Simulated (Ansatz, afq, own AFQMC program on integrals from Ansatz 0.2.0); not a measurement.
**Se, triplet in aug-cc-pVTZ, levels against CCSDT(Q)**

A free Se atom.

Basis aug-cc-pVTZ. Only valence electrons are correlated. Ansatz 0.2.0 and our own AFQMC program on the same integrals; the CISD trial comes from CCSD amplitudes, and released means the phaseless constraint is let go. Free AFQMC starts from the CCSD state and is never constrained. Its projection time is finite, and what remains of the start isn't in its error. Uncertainties: one standard error, sampling alone. No spin–orbit coupling.

Determinant: UHF, the one that the program's search chose, which needn't be the lowest solution.

No full CI on the walks' own integrals is used here; CCSDT(Q) serves as the reference and is uncertain by about the last step of the cluster series.

Cautions: no relativity below Rb; no spin-orbit coupling; inner d shell frozen; the ph-AFQMC/CISD walk drifts between its halves (2.1 errors).

```
T1 diagnostic                               : 0.0086
weight of the determinant in the CISD state : 0.936
⟨S²⟩ of the determinant                     : 2.012
size of the correlated space                : 6 electrons in 45 orbitals
```

| level | correlation energy (eV) |
| --- | --- |
| MP2 | -2.7565 |
| CCSD | -3.2750 |
| CCSD(T) | -3.3821 |

Problem. Estimate where free-projection AFQMC lies against CCSD(T) on the same integrals.

Solution. 1.9 ± 0.1 kJ/mol below CCSD(T).

Reference: CCSDT(Q), correlation energy -3.403 eV. The released energy is read at 1.50 1/Eh (meV from the phaseless value at times in 1/Eh: -4.6 ± 1.3 at 0.24, -4.1 ± 1.2 at 0.50, -5.9 ± 1.5 at 1.00, -5.6 ± 1.2 at 1.50).

| level | E − E(reference) (kJ/mol) | share of correlation (%) |
| --- | --- | --- |
| CCSD(T) | 2.0 | 99.39 |
| CCSDT | 0.3 | 99.92 |
| ph-AFQMC/HF | 3.4 ± 1.2 | 98.98 |
| ph-AFQMC/CISD | 0.6 ± 0.1 | 99.81 |
| released AFQMC | 0.1 ± 0.1 | 99.98 |
| free AFQMC | 0.1 ± 0.1 | 99.97 |

Free projections are given only where their last times agree within the noise and don't stop above the reference; a slow remainder of the start can still hide under it. A walk keeps the symmetry of its determinant, which the program's search chose and which needn't be the lowest solution, so a lower state of the same spin and another symmetry isn't excluded. Released energies are given only where the last usable release times agree within the noise; a slower fall can still hide under it.
